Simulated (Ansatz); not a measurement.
The cluster Li2O⁻ (the lowest doublet isomer of a short search) was relaxed with PBE-D4 (def2-TZVPD) in Ansatz in these states: charge -1 doublet, charge -1 quartet. The geometries follow in no particular order.

A:

```
atom   x (Å)   y (Å)   z (Å)
 Li1  -0.803   0.347   1.223
 Li2   0.781   0.141  -1.277
  O3   0.023  -0.488   0.055
```

B:

```tsv
atom	x (Å)	y (Å)	z (Å)
Li1	-0.3216	1.4436	-1.0600
Li2	0.3233	-1.4433	1.0599
O3	-0.0017	-0.0003	0.0001
```

Judge from the bond lengths which geometry belongs to which state (an estimate).

A is the charge -1 doublet (Li1–Li2 2.967 Å, Li2–O3 1.656 Å, Li1–O3 1.656 Å); B is the charge -1 quartet (Li1–Li2 3.639 Å, Li2–O3 1.820 Å, Li1–O3 1.820 Å).

At PBE-D4/def2-TZVPD the highest occupied level of the charge -1 doublet lies above zero (up to 1.16 eV). Energy differences disagree on whether the electron is bound (positive means bound): 0.19 eV (vertical, against the charge 0 singlet, at PBE-D4/def2-TZVPD), but -0.16 eV at CCSD/def2-TZVPPD. At PBE-D4/def2-TZVPD the highest occupied level of the charge -1 quartet lies above zero (up to 0.85 eV). The electron is either unbound and held by the finite basis, or the level is raised by self-interaction error.
